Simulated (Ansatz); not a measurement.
Results of BLYP (PAW; Ansatz, a program for electronic structure) for bcc Fe.

Settings: plane-wave cutoff 520 eV, 26×26×26 k mesh, Fermi–Dirac smearing 0.05 eV, spin-polarised with parallel moments, scalar-relativistic PAW data made under PBE.

The cell has the measured lattice: a = b = c = 2.866 Å, α = β = γ = 90.00°.

### Question
Predict the magnetic moment per atom (the cell's total over its atoms).

### Answer

- magnetic moment per atom (the cell's total over its atoms) = 2.20 μB

The run finds no gap.

Note: cell and atoms aren't relaxed at this level (pressure 1.2 GPa).

Moments are spin moments.

Computed values are for the static lattice.

The result took around 17 core-seconds (rough).
